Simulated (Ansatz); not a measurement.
Counterpoise correction, worked out

The pair of NH$_{3}$ (SMILES N, atoms 1–4) and CH$_{4}$ (SMILES C, atoms 5–9), both closed shells, in one local arrangement (a lower one may exist), relaxed at PBE0-D4/def2-TZVP:

```
atom    x (Å)    y (Å)    z (Å)
  N1  -0.0493   0.1662  -1.9247
  H2   0.8559  -0.0200  -2.3388
  H3  -0.7070  -0.4806  -2.3428
  H4  -0.3232   1.0975  -2.2129
  C5   0.0447  -0.1524   1.7606
  H6  -0.7905  -0.7654   2.1015
  H7   0.9808  -0.6212   2.0661
  H8  -0.0267   0.8355   2.2173
  H9   0.0154  -0.0598   0.6738
```

Computed with Ansatz 0.2.0 (basis: def2-TZVPPD); correlated methods freeze the cores.

MP2 total energies in eV:

| system | geometry | basis functions | energy |
| --- | --- | --- | --- |
| pair | pair | all | -2636.03126 |
| NH$_{3}$ | as in the pair | all (partner as ghosts) | -1536.32066 |
| CH$_{4}$ | as in the pair | all (partner as ghosts) | -1099.68889 |
| NH$_{3}$ | as in the pair | its own | -1536.31225 |
| CH$_{4}$ | as in the pair | its own | -1099.68627 |
| NH$_{3}$ | free (PBE0-D4 minimum) | its own | -1536.31232 |
| CH$_{4}$ | free (PBE0-D4 minimum) | its own | -1099.68730 |

Q: Work out the interaction energy with and without the counterpoise correction, the superposition error, and the binding energy from the relaxed fragments.

A: Without correction: -2636.03126 − (-1536.31225) − (-1099.68627) = -0.03274 eV.
With correction (each fragment in the whole basis): -2636.03126 − (-1536.32066) − (-1099.68889) = -0.02171 eV = -0.50 kcal/mol.
The superposition error is the difference, 0.01103 eV, 34 % of the uncorrected value: each fragment borrows its partner's functions.
Deformation from the free shapes: 0.00007 eV for NH$_{3}$ and 0.00103 eV for CH$_{4}$.
Binding energy from relaxed fragments: -0.02171 + 0.00007 + 0.00103 = -0.02061 eV = -0.48 kcal/mol (electronic, without zero-point energy; negative means bound). For comparison, the corrected interaction energy by CCSD(T) at an estimated basis limit (MP2 extrapolated from triple and quadruple zeta, plus CCSD(T) − MP2 in triple zeta) is -0.029 eV.

No T1 diagnostic of these runs exceeds 0.009.

For scale, one of the runs: CCSD(T)/def2-TZVPPD, 193 basis functions (an equivalent command: `ansatz run in.yaml --threads 2`). Hardware: 2 CPU threads, shared host. Wall time 28 s; peak host memory 2.2 GiB.
